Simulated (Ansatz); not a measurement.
A nudged elastic band was laid between two geometries of C2H6Si (9 atoms, charge 0, multiplicity 1).

Method: RKS r2SCAN-D4/def2-SVP (Ansatz 0.2.0).

- movable images: 5
- climbing image: yes
- spring: 5.0 eV/Å²
- optimiser: quadratic models (default)
- start path: through a guess of the saddle point
- force threshold: 0.05 eV/Å
- iteration limit: 60
- end points: relaxed

Initial state:

```xyz
9
Properties=species:S:1:pos:R:3
C -0.529 1.051 -0.809
Si 0.905 -0.201 -0.922
C 0.606 -1.073 0.747
H -1.427 0.479 -1.127
H -0.439 1.903 -1.500
H -0.747 1.418 0.209
H -0.455 -1.166 1.039
H 1.103 -2.051 0.842
H 1.073 -0.406 1.502
```

Final state:

```xyz
9
Properties=species:S:1:pos:R:3
C -0.667 0.921 -0.864
Si 0.276 -0.728 -1.066
C 0.691 -0.998 0.778
H -1.075 1.317 -1.806
H 0.018 1.684 -0.443
H -1.494 0.826 -0.135
H -0.216 -0.954 1.411
H 1.214 -1.944 0.981
H 1.341 -0.170 1.127
```

Problem. What changes between the two ends?

Solution. No bond is made or broken. The dihedral H5–C1–Si2–C3 goes from 163 to 62°.

Problem. What energy profile does the band end with?

Solution. It converged. The highest image is number 3 of 0 to 6, 0.020 eV above the first end and 0.010 eV above the last; the last end lies 0.010 eV above the first. A vibrational analysis at the climbing image gives one clearly imaginary mode, 124i cm⁻¹: a first-order saddle point.

| image | path coordinate (Å) | energy (eV) | dihedral H5–C1–Si2–C3 (°) |
| --- | --- | --- | --- |
| 0 | 0.00 | 0.000 | 163 |
| 1 | 0.34 | 0.005 | 150 |
| 2 | 0.68 | 0.016 | 136 |
| 3 | 1.02 | 0.020 | 121 |
| 4 | 1.52 | 0.010 | 99 |
| 5 | 2.02 | 0.007 | 78 |
| 6 | 2.52 | 0.010 | 62 |

Problem. What is the geometry of the highest image?

Solution. 
```xyz
9
Properties=species:S:1:pos:R:3
C -0.611 0.992 -0.806
Si 0.545 -0.511 -1.046
C 0.663 -1.069 0.773
H -1.482 0.891 -1.480
H -0.088 1.895 -1.177
H -0.973 1.190 0.216
H -0.345 -1.212 1.208
H 1.258 -1.979 0.939
H 1.121 -0.244 1.355
```

Problem. What are the harmonic wavenumbers there?

Solution. 124i, 92, 259, 522, 591, 624, 656, 722, 844, 1212, 1226, 1398, 1406, 1413, 1420, 2993, 2998, 3080, 3085, 3120, 3142 cm⁻¹.

The band took 7 iterations and about 2.3 core-minutes.

Time of the run: 2.3 min on 1 thread of Arm Neoverse V1, on a shared host, peak memory 0.15 GiB.
